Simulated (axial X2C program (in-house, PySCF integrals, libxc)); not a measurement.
Nuclear properties of LiP

Calculated with an axial X2C code built on PySCF integrals: two-component X2C with atomic mean-field Coulomb and Gaunt terms, Gaussian nuclei, basis P dyall-v3z, Li dyall-cv3z with contracted cores.

R = 2.326 Å (near the PBE0 minimum at charge 0 of the determinant lowest at the starting distance; the state shown can have its own minimum elsewhere).

Determinant lowest in the PBE0 search, Ω = 1 (⟨Sz⟩ = 1.00, ⟨Lz⟩ = 0.00 at PBE0), spin on the atoms P 0.95, Li 0.05:

```csv
level,Eeff magnitude (GV/cm),Ws magnitude P (kHz),A∥/gI P (MHz),qzz P (a.u.),A∥/gI Li (MHz),qzz Li (a.u.),μ (D)
PBE0,0.00409,0.00162,-174,-1.97,-6.28,-0.03,6.77
HF,0.00594,0.00231,-147,-1.94,-7.87,-0.03,7.34
TPSSh,0.00482,0.00196,-119,-1.95,-5.77,-0.03,6.73
r2SCAN,0.00765,0.0029,-131,-1.99,-7.31,-0.03,6.85
PBE50,0.00419,0.00164,-168,-1.98,-5.68,-0.03,7.07
```

Determinant 0.93 eV from it at PBE0 and this distance, Ω = 0 (closed shell), highest spinor 86% P p, 9% Li p, 5% Li d:

```csv
level,qzz P (a.u.),qzz Li (a.u.),μ (D)
PBE0,-2.16,-0.03,6.67
HF,-2.23,-0.03,7.22
TPSSh,-2.20,-0.02,6.61
r2SCAN,-2.23,-0.02,6.70
PBE50,-2.17,-0.03,6.96
```

Eeff is the effective electric field on the electron electric dipole moment in this Ω state and Ws the scalar–pseudoscalar constant of the nucleus named (defined with the proton number Z and per Ω); A∥ (defined per Ω) follows by multiplying with gI = μI/(I μN); qzz is the electric field gradient, eQq0 = 234.96 MHz × Q/barn × qzz; μ is positive if the Li end (last atom) is positive. The operators were transformed with the bare-nucleus X2C matrices; with these basis sets, hyperfine constants and field gradients can be off by tens of per cent, and where levels differ in sign neither size nor sign is settled.

Problem. With gI(31P) = 2.2632, gI(7Li) = 2.1710 (g factors from the IAEA table of nuclear moments by Stone), turn the PBE0 values of the first state into constants in MHz.

Solution. A∥(31P) = -174 × 2.2632 = -394 MHz; A∥(7Li) = -6.28 × 2.1710 = -13.6 MHz.

Each state is one determinant with collinear spin, which with several unpaired electrons need not be a pure state. Unrestricted Hartree–Fock can overshoot spin polarisation at the nuclei. A closed determinant beside an open π² or δ² triplet, such as (π1/2)², mixes with its partner pair into the 0⁺ component of the triplet and ¹Σ⁺, so its energy is not that of a level, and 0⁺ can lie lowest. With several open shells hyperfine constants can be off by a factor of several. Open-shell Ω = 0 determinants with evenly filled partner blocks cannot be reached by this program, so the Ω shown need not be the lowest component. The search compared states at one distance, so a state with another bond length can lie lower. Further determinants of the search, some of them spin-mixed, are not shown. PBE0 term energies can be off by some tenths of an eV.
